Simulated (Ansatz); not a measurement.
`[F][Mg][F]` + H₂S → `[F][Mg][SH]` + H–F at 700 K and 1 bar (ligand exchange at a Mg–F bond).

Gas-phase electronic energies from Ansatz, PBE0-D4/def2-TZVP geometries. CBS: MP2 limit from def2 TZ/QZ plus the TZ coupled-cluster correction, frozen cores. This one scheme is used for every species. For Mg outer-core shells are correlated without core-valence functions, which leaves a few kJ/mol of doubt a bond. Each species was taken in one conformer, which may not be the lowest.

```
      species  CCSD(T)/CBS energy (Eh)  H − E (kJ/mol)  S (J/(mol·K))
 `[F][Mg][F]`               -399.61583            45.9          295.3
          H₂S               -398.97279            64.8          236.9
`[F][Mg][SH]`               -698.17668            70.8          349.5
          H–F               -100.39570            45.2          198.5
```

H − E and S are ideal-gas, rigid-rotor, harmonic terms from PBE0-D4/def2-TZVP, for one conformer and one mirror image of each species. 1 Eh = 2625.50 kJ/mol, R = 8.31446 J/(mol·K).

Problem. By hand: ΔE, ΔH, ΔS and ΔG.

Solution. ΔE = (-698.17668) + (-100.39570) − (-399.61583) − (-398.97279) = 0.01624 Eh = 42.6 kJ/mol. Δ(H − E) = 70.8 + 45.2 − 45.9 − 64.8 = 5.3, so ΔH = 47.9 kJ/mol. ΔS = 349.5 + 198.5 − 295.3 − 236.9 = 15.8 J/(mol·K). ΔG = 47.9 − 700 × (15.8)/1000 = 36.8 kJ/mol.

Problem. By hand: the equilibrium constant, and the temperature at which ΔG would vanish if ΔH and ΔS stayed fixed.

Solution. log₁₀ K = −ΔG/(RT ln 10) = -2.7. ΔG = 0 at ΔH/ΔS = 3032 K, far beyond where these terms or the molecules hold.

ΔH outweighs TΔS. A doubt of 5 kJ/mol in ΔE shifts log₁₀ K by 0.4 here. Other conformers and mirror images would add mixing entropy, several J/(mol·K) or more a flexible species. These are equilibria of isolated gas molecules and say nothing of rates. Largest T1 diagnostic: 0.012 (customary marks: 0.02 for closed shells, 0.045 for open ones).
